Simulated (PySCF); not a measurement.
# CHCl2F: geometry, core binding energies

Wanted: the core binding energies of CHCl2F (`FC(Cl)Cl`), by calculation.

The runs use PySCF 2.14.0, with density-fitted response routines of our own; the level of theory stands in each step. All values are computed, except where a source is named. Atoms count from 0, in the outputs and in this text.

### 1 Starting geometry

5 atoms, charge 0, multiplicity 1; geometry from: GFN2-xTB.

Bonds of the start (Å): F0–C1 1.34, C1–Cl2 1.77, C1–Cl3 1.77, C1–H4 1.10.

### 2 Relaxing the molecule at PBE0-D3(BJ)/def2-TZVP

The job: settings as JSON, then the geometry in Å.

```
{"job": {"xc": "PBE0", "basis": "def2-TZVP", "d3": "d3bj", "grid": 2, "kind": "geom"}, "charge": 0, "multiplicity": 1}
F     -0.076980     1.523580    -0.475130
C     -0.034200     0.462850     0.345420
Cl     1.483620    -0.414860     0.082440
Cl    -1.428800    -0.581670     0.015880
H     -0.078800     0.818490     1.381050
```

The program printed:

```text
step   0  E = -1058.58898223  max force = 0.005144
step   1  E = -1058.58933928  max force = 0.001369
step   2  E = -1058.58934749  max force = 0.000577
step   3  E = -1058.58934818  max force = 0.000235
optimisation converged
```

Wall time 20 s (4 threads of Arm Neoverse N1, shared host).

Relaxation path:

| step | energy from step 0 (eV) | largest force component (eV/Å) |
| --- | --- | --- |
| 0 | 0.0000 | 0.2645 |
| 1 | -0.0097 | 0.0704 |
| 2 | -0.0099 | 0.0297 |
| 3 | -0.0100 | 0.0121 |

Distances of close pairs at the start and the end, largest changes first:

| bond | before (Å) | after (Å) | change (Å) |
| --- | --- | --- | --- |
| C1–Cl3 | 1.773 | 1.759 | -0.014 |
| C1–Cl2 | 1.773 | 1.759 | -0.014 |
| C1–H4 | 1.096 | 1.088 | -0.008 |
| F0–C1 | 1.342 | 1.340 | -0.002 |

The end geometry stands in the next job.

| at the end point | value |
| --- | --- |
| point group (found at 0.08 Å tolerance) | Cs |
| rotational constants (GHz, main isotopes) | 7.028, 3.303, 2.352 |
| dipole moment (D) | 1.25 |

### 3 Core-electron binding energies: SCAN, X2C

The job: settings as JSON, then the geometry in Å.

```
{"job": {"kind": "xps", "metal_2p": true}, "charge": 0, "multiplicity": 1}
F     -0.073776     1.526035    -0.477048
C     -0.034282     0.462048     0.336554
Cl     1.477545    -0.404341     0.094362
Cl    -1.426586    -0.566995     0.023780
H     -0.078061     0.791643     1.372012
```

Level: delta-SCF UKS SCAN, pcX-2 on the ionised atom (unc-x2c-TZVPall on a metal), pcseg-1 elsewhere, spin-free X2C.

The program printed:

```text
ground state, core basis on atom 0 (F), 100 functions
  cycle   1  E = -1061.54098991  |g| = 6.20e-01
  cycle   2  E = -1061.36872357  |g| = 1.19e+00
  cycle   3  E = -1061.60712354  |g| = 5.78e-02
  cycle   4  E = -1061.60780181  |g| = 2.85e-02
  cycle   5  E = -1061.60796375  |g| = 1.37e-02
  cycle   6  E = -1061.60800472  |g| = 2.50e-03
  cycle   7  E = -1061.60800505  |g| = 3.90e-04
  E(ground) = -1061.61365766 Eh
hole in F 1s of atom 0
  cycle   1  E = -1035.20546152  |g| = 2.58e+00
  cycle   2  E = -1034.67304037  |g| = 2.37e+00
  cycle   3  E = -1035.81846147  |g| = 7.27e-01
  cycle   4  E = -1035.95355060  |g| = 5.41e-01
  cycle   5  E = -1036.09724357  |g| = 4.50e-02
  cycle   6  E = -1036.09795453  |g| = 1.73e-02
  cycle   7  E = -1036.09810628  |g| = 2.48e-03
  cycle   8  E = -1036.09810965  |g| = 7.22e-04
  cycle   9  E = -1036.09810926  |g| = 2.04e-04
  E(ion) = -1036.10775620 Eh   <S^2> = 0.7574   hole on atom = 1.000   binding energy = 694.051 eV
ground state, core basis on atom 1 (C), 100 functions
  cycle   1  E = -1061.57151181  |g| = 1.03e-01
  cycle   2  E = -1061.56889701  |g| = 1.53e-01
  cycle   3  E = -1061.57263135  |g| = 1.93e-02
  cycle   4  E = -1061.57268758  |g| = 5.38e-03
  cycle   5  E = -1061.57269488  |g| = 1.84e-03
  cycle   6  E = -1061.57269638  |g| = 8.88e-05
  E(ground) = -1061.57532914 Eh
hole in C 1s of atom 1
  cycle   1  E = -1050.11345684  |g| = 1.51e+00
  cycle   2  E = -1048.02702751  |g| = 2.61e+00
  cycle   3  E = -1050.53222106  |g| = 5.35e-01
  cycle   4  E = -1050.61146626  |g| = 3.88e-01
  cycle   5  E = -1050.66970248  |g| = 1.44e-01
  cycle   6  E = -1050.67655018  |g| = 1.75e-02
  cycle   7  E = -1050.67670611  |g| = 6.14e-03
  cycle   8  E = -1050.67674477  |g| = 2.73e-03
  cycle   9  E = -1050.67675311  |g| = 1.46e-03
  cycle  10  E = -1050.67675537  |g| = 4.41e-04
  E(ion) = -1050.67351267 Eh   <S^2> = 0.7858   hole on atom = 1.000   binding energy = 296.654 eV
ground state, core basis on atom 2 (Cl), 111 functions
  cycle   1  E = -1061.74666885  |g| = 4.86e-01
  cycle   2  E = -1061.74681350  |g| = 4.89e-02
  cycle   3  E = -1061.74672417  |g| = 4.25e-02
  cycle   4  E = -1061.74696638  |g| = 1.30e-02
  cycle   5  E = -1061.74699818  |g| = 2.97e-03
  cycle   6  E = -1061.74700092  |g| = 4.49e-04
  E(ground) = -1061.73728620 Eh
hole in Cl 1s of atom 2
  cycle   1  E = -956.51848208  |g| = 5.47e+00
  cycle   2  E = -956.53645400  |g| = 2.33e+00
  cycle   3  E = -957.03561313  |g| = 1.13e+00
  cycle   4  E = -957.69412790  |g| = 3.55e-01
  cycle   5  E = -957.73217395  |g| = 2.35e-01
  cycle   6  E = -957.75132405  |g| = 5.20e-02
  cycle   7  E = -957.75228542  |g| = 2.53e-02
  cycle   8  E = -957.75258654  |g| = 8.98e-03
  cycle   9  E = -957.75262227  |g| = 1.91e-03
  cycle  10  E = -957.75262539  |g| = 7.96e-04
  cycle  11  E = -957.75262588  |g| = 3.28e-04
  E(ion) = -957.74977805 Eh   <S^2> = 0.7530   hole on atom = 1.000   binding energy = 2829.644 eV
hole in Cl 2p of atom 2
  cycle   1  E = -1053.65393928  |g| = 1.70e+00
  cycle   2  E = -1053.27202573  |g| = 1.49e+00
  cycle   3  E = -1053.91755726  |g| = 5.60e-01
  cycle   4  E = -1054.09138722  |g| = 1.98e-01
  cycle   5  E = -1054.10398141  |g| = 1.04e-01
  cycle   6  E = -1054.10860785  |g| = 2.64e-02
  cycle   7  E = -1054.10882623  |g| = 1.49e-02
  cycle   8  E = -1054.10891509  |g| = 2.91e-03
  cycle   9  E = -1054.10891963  |g| = 6.33e-04
  cycle  10  E = -1054.10892026  |g| = 2.94e-04
  E(ion) = -1054.10593674 Eh   <S^2> = 0.7525   hole on atom = 1.001   binding energy = 207.660 eV
  2p3/2 = 207.056 eV   2p1/2 = 208.710 eV
```

Run time: 9.8 s. Hardware: 4 threads of Arm Neoverse N1, shared host.

Binding energies by hole, beside the orbital energy of the ground state; the difference holds orbital relaxation and, for a density functional, its self-interaction error:

| hole | stands for | environment | ΔSCF (eV; 2p as the shell's mean) | −ε (eV) | ⟨S²⟩ |
| --- | --- | --- | --- | --- | --- |
| F1s on F0 | F0 | fluorine on an sp3 carbon | 694.05 | 668.1 | 0.757 |
| C1s on C1 | C1 | sp3 CH bonded to 2 Cl and F | 296.65 | 279.5 | 0.786 |
| Cl1s on Cl2 | Cl2, Cl3 | chlorine bonded to C | 2829.64 | 2764.4 | 0.753 |
| Cl2p on Cl2 | Cl2, Cl3 | chlorine bonded to C | 207.61 | 194.2 | 0.752 |

Each hole run stands for the others of its class of like atoms.

With the spin-orbit splitting: Cl2 2p3/2 207.06, 2p1/2 208.71 eV. The table gives each 2p level as the mean over the whole 2p shell (two parts 2p3/2, one part 2p1/2), which differs a little from the single hole in the log.

### 4 Outcome

| quantity | value |
| --- | --- |
| point group | Cs |
| rotational constants (main isotopes) | 7.03, 3.30, 2.35 GHz |
| F1s binding energies, SCAN/pcX-2 | F0 694.05 eV |
| C1s binding energies, SCAN/pcX-2 | C1 296.65 eV |
| Cl1s binding energies, SCAN/pcX-2 | Cl2 2829.64 eV |
| Cl2p binding energies, SCAN/pcX-2 | Cl2 207.61 eV |

Over 3 steps the energy fell by 0.010 eV; of the close pairs, C1–Cl3 changed most, 1.773 to 1.759 Å. No frequency check was run at this level, so the end point may be a saddle.
